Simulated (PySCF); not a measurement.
Species: C3H6ClO (doublet state).
Numbering: `[CH2:1][C@@H:2]([Cl:3])[CH2:4][OH:5]` (hydrogens: H6, H7 on C1; H8 on C2; H9, H10 on C4; H11 on O5)

Structure used (GFN2-xTB), in Å, numbered top down from 1:
```xyz
11
C3H6ClO angstrom
C      1.2484    0.7450   -0.3758
C      0.5358   -0.4430   -0.0579
Cl     0.6588   -0.6590    1.8747
C     -0.9672   -0.4078   -0.3214
O     -1.5962    0.6935    0.2613
H      2.3141    0.7349   -0.5027
H      0.7394    1.6910   -0.3392
H      0.9988   -1.3686   -0.3943
H     -1.1289   -0.3204   -1.4002
H     -1.4155   -1.3500    0.0246
H     -1.3820    0.6871    1.2048
```

The hyperfine couplings belong to this conformer and change with its torsions.

Computed, not measured: UKS B3LYP, pcH-1 on C Cl H O, non-relativistic, mean-field spin-orbit, GIAO in PySCF 2.14.0. One conformer (not necessarily the lowest) at the GFN2-xTB geometry, without solvent, vibrations or thermal averaging. A GFN2-xTB geometry isn't a minimum of the functional, and hyperfine couplings can be far from their values at a DFT geometry. Stability of the SCF solution: not tested.

The largest Mulliken spin populations are on C1 (+0.94), Cl3 (+0.19) and C2 (-0.07). The positive populations add up to 1.15 and the negative ones to -0.15, together 2S = 1. The angles at C1 add up to 359.3°, so it is planar; its axial dipolar tensor and the negative couplings of its protons fit spin in a p orbital normal to that plane.

(1) McConnell's relation a(H) = Q·ρ ties the coupling of a proton on a planar π carbon to the spin population of that carbon. What Q do the computed values give?

## Answers

(1) 
| H | C | ρ(C) | a(H) (G) | a/ρ (G) |
| --- | --- | --- | --- | --- |
| H6 | C1 | +0.941 | -19.79 | -21.0 |
| H7 | C1 | +0.941 | -20.06 | -21.3 |

These protons share one ρ (within 0.01), so their mean ratio, Q = -21.2 G, is no test of linearity.

Couplings in gauss use g_iso = 2.0035.
